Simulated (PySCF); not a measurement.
How the method changes the constants of NaO⁻

State: ³Π (triplet), unpaired electrons σ ↑, π ↑. Set-up: basis Na aug-cc-pVDZ, O aug-cc-pVDZ; no relativity; PySCF 2.14. De refers to Na + O⁻ in their high-spin ground configurations, without counterpoise correction. The functionals are run spin-unrestricted. A positive dipole points towards O; it is taken about the centre of mass and depends on that origin.

```csv
Level,Re (Å),ωe (cm⁻¹),De (eV),μ (D),"CPU s a point (SCF and correlation, without the integrals)"
UHF-MP2,2.145,385,n/a,n/a,0.23
UHF-SCS-MP2,2.143,385,n/a,n/a,n/a
UHF-CCSD,2.138,388,n/a,n/a,n/a
UHF-CCSD(T),2.145,381,n/a,n/a,11
PBE,2.169,374,1.82,3.81,0.52
PW91,2.165,375,1.85,3.75,0.35
r²SCAN,2.150,394,1.89,3.81,0.74
r²SCANh,2.143,400,1.90,3.71,0.81
PBE0,2.144,397,1.86,3.71,0.79
B97-3,2.150,395,1.83,4.16,2.1
LC-ωPBE,2.143,397,1.86,3.63,0.69
```

(1) What does the step from GGA to meta-GGA do here, going from PBE to r²SCAN?

(2) What does the triples do here, going from UHF-CCSD to UHF-CCSD(T)?

Correlated steps freeze 2 core orbitals. For an ion De counts to the pair picked by the measured ionisation energies or electron affinities, which need not be the lowest pair at this level. Counting both spins, an empty level lies below a filled one in some of these solutions, because spin and occupation are held. The highest Kohn–Sham level is positive in this anion. Much of that is self-interaction error, but it also means that the finite basis helps to hold the extra electron. The state is the lowest determinant that a PBE0 search found; another state may lie lower at other levels.

The whole job (state search and all levels along the bond) took about 3.3 min on 1 thread of Arm Neoverse V1 (shared host), peak memory 0.66 GiB.

Results:

(1) r²SCAN less PBE: -1.9 pm in Re, +5.3 % in ωe, +0.07 eV in De. 

(2) UHF-CCSD(T) less UHF-CCSD: +0.7 pm in Re, -1.8 % in ωe. Correlation nearly always deepens the well. The bond lengthens, as in strong covalent bonds, where excitations into antibonding orbitals dominate.
